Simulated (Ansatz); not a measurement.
Two structures, one formula

Two isomers of C$_{2}$H$_{2}$F (charge -1), singlet, relaxed at PBE0-D4/def2-TZVPD (vibrations not checked).

A:

C1  (0.725, -0.718, -0.169)
C2  (-0.106, 0.290, -0.054)
F3  (0.105, 1.529, -0.725)
H4  (0.319, -1.538, 0.450)
H5  (-1.043, 0.438, 0.498)
(Å)

B:

```xyz
5
angstrom
C 0.4130 -0.2251 -0.1110
C -0.2844 0.4595 0.8154
F -1.5733 0.7938 0.2682
H 0.0274 -0.4688 -1.1091
H 1.4174 -0.5593 0.1366
```

Computed with Ansatz 0.2.0 (basis: def2-TZVPPD); correlated methods freeze the cores. B3LYP uses VWN-RPA correlation.

(1) Which structure is lower at CCSD(T), and by how much? (An estimate is asked for; the value comes from the calculation.)

T1 diagnostic: at most 0.018.

Results:

(1) By the calculation: B, by 12.1 kJ/mol (electronic energy, against the other). By their contacts, A is C₂H₂F ([CH][CH][F]), total charge -1 and B is C₂H₂F ([CH2][C][F]), total charge -1.

All methods give the same order:

```
   method  E(B) − E(A) (kJ/mol)
   PBE-D4                  -8.6
r2SCAN-D4                  -9.1
  PBE0-D4                  -9.3
 B3LYP-D4                 -11.7
  wB97M-V                 -13.4
       HF                 -18.8
      MP2                  -8.2
     CCSD                 -12.6
  CCSD(T)                 -12.1
```

Labels in which every atom is bracketed show which atoms are joined, not bond orders.
